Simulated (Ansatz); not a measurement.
# CH₅ (doublet): from Hartree-Fock to the top rungs at distance C1–H5 along a hydrogen transfer = 1.090 Å, cc-pVTZ

Aim: climb from Hartree-Fock through coupled cluster and multireference methods for CH₅ (doublet) at one geometry and basis, and see what each rung misses.

The runs use Ansatz 0.2.0, Gaussian basis; cc-pVTZ, core rule «outside noble gas», up to 1 orbitals frozen.

Plan: UHF; CCSD(T) on ROHF; CCSD(T) on UHF; BCCD(T) on ROHF; CISD; CCSDT(Q) on ROHF; CCSDT(Q) on UHF; CASSCF and NEVPT2, 3 electrons in 3 orbitals; CASSCF and NEVPT2, 9 electrons in 9 orbitals.

## (1) The geometry

The geometry derives from fragments relaxed apart (PBE0/def2-TZVP) and kept rigid, so it is no stationary point. A hydrogen atom is moved between rigid fragments.

6 atoms, charge 0, spin multiplicity 2.

Atoms are counted from 1 here; the program's logs count them from 0.

Bond lengths: C1–H2 1.090 Å, C1–H3 1.090 Å, C1–H4 1.090 Å, C1–H5 1.090 Å. Angles: H2–C1–H3 109.5°, H2–C1–H4 109.5°, H2–C1–H5 109.5°, H3–C1–H4 109.5°, H3–C1–H5 109.5°, H4–C1–H5 109.5°.

Coordinates:

```
C    -0.1250    0.0000    0.0000
H    -0.4882    1.0273    0.0000
H    -0.4882   -0.5137    0.8897
H    -0.4882   -0.5137   -0.8897
H     0.9646    0.0000    0.0000
H     1.9890    0.0000    0.0000
```

## (2) UHF

File in.yaml:

```yaml
crystal:
  periodic: [false, false, false]
  atoms:
    - {symbol: C, position_ang: [-0.124970, 0.000000, 0.000000]}
    - {symbol: H, position_ang: [-0.488176, 1.027301, 0.000000]}
    - {symbol: H, position_ang: [-0.488176, -0.513650, 0.889668]}
    - {symbol: H, position_ang: [-0.488176, -0.513650, -0.889669]}
    - {symbol: H, position_ang: [0.964647, 0.000000, 0.000000]}
    - {symbol: H, position_ang: [1.989030, 0.000000, 0.000000]}
basis:
  gaussian: {orbitals: cc-pVTZ}
magnetization: {spin_polarized: true, initial_magnetization: 1}
hamiltonian: {xc: hf}
output: {orbitals: {seedname: orbitals}}
```

The run is started by

```
$ ansatz run in.yaml --threads 1 --pin off --events-out ev --progress --plain --max-ram 4096MiB --backend cpu
```

After this run come: CCSD(T) on ROHF; CCSD(T) on UHF; BCCD(T) on ROHF; CISD; CCSDT(Q) on ROHF; CCSDT(Q) on UHF; CASSCF and NEVPT2, 3 electrons in 3 orbitals; CASSCF and NEVPT2, 9 electrons in 9 orbitals.

Before running them: what should the planned runs give, taken together? Wanted: UCCSDT(Q) below the RHF energy; RMP2 from UCCSDT(Q); UMP2 from UCCSDT(Q); RCCSD from UCCSDT(Q); RCCSD(T) from UCCSDT(Q); UCCSD(T) from UCCSDT(Q); RCCSDT(Q) from UCCSDT(Q); NEVPT2 pair from UCCSDT(Q); NEVPT2 valence from UCCSDT(Q).

**Answer**, as computed:

| quantity | value |
| --- | --- |
| UCCSDT(Q) below the RHF energy | -6.5733 eV |
| RMP2 from UCCSDT(Q) | +815.2 meV |
| UMP2 from UCCSDT(Q) | +821.3 meV |
| RCCSD from UCCSDT(Q) | +209.0 meV |
| RCCSD(T) from UCCSDT(Q) | +17.6 meV |
| UCCSD(T) from UCCSDT(Q) | +18.1 meV |
| RCCSDT(Q) from UCCSDT(Q) | +0.3 meV |
| NEVPT2 pair from UCCSDT(Q) | +862.4 meV |
| NEVPT2 valence from UCCSDT(Q) | +976.4 meV |
| levels within 1 kcal/mol (43 meV) | RCCSD(T), UCCSD(T), BCCD(T), RCCSDT, UCCSDT, RCCSDT(Q) |
| T1 diagnostic | 0.018 |
| effectively unpaired electrons | 1.01 |

**Reading.** RCCSD(T) lands +17.6 meV from the yardstick (0.3 % of the correlation energy). One determinant dominates. Of the multireference levels listed NEVPT2 pair comes nearest in total energy (+862.4 meV), which doesn't show that its space is the better one. These misses are within one basis, not against nature; the frozen cores of restricted and unrestricted runs differ, which can shift their rows.
